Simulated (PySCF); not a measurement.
**Computed and reference excited states of `Cl[Si]Cl` [singlet]**

Published values to compare with (the computed states carry no symmetry labels, so the two lists aren't matched line by line):

```
    state  E (eV)      f   kind of transition  source
3B1(σ→π*)    2.48         vertical absorption     [1]
1B1(σ→π*)    3.91  0.031  vertical absorption     [1]
```

[1] computed, theoretical best estimate (aug-cc-pVTZ, frozen core, CC3 geometry), gas; Veril, Scemama, Caffarel, Lipparini, Boggio-Pasqua, Jacquemin, Loos, WIREs Comput. Mol. Sci. 2021, 11, e1517 (QUESTDB)

SiCl2 (singlet state).
InChI=1S/Cl2Si/c1-3-2

Method used: TDDFT CAM-B3LYP/def2-SVPD, vertical, gas phase, core orbitals frozen in the response (PySCF 2.14.0, density-fitted response routines). Geometry: GFN2-xTB; no solvent, vibrations or thermal averaging.

Computed singlets: 3.90 eV (f 0.032); 5.20 eV (f 0.000); 6.09 eV (f 0.013); 6.72 eV (f 0.009); 6.80 eV (f 0.091); 7.05 eV (f 0.342); 7.19 eV (f 0.178); 7.59 eV (f 0.000). Computed triplets (Tamm–Dancoff): 2.35, 5.06, 5.31 eV.

Task: How does the lowest computed triplet compare with the best estimate listed for the lowest triplet (vertical absorption)?

Result: 2.35 eV against 2.48 eV for 3B1(σ→π*) [1]: a difference of -0.13 eV. Geometry and basis of the two calculations needn't be the same.
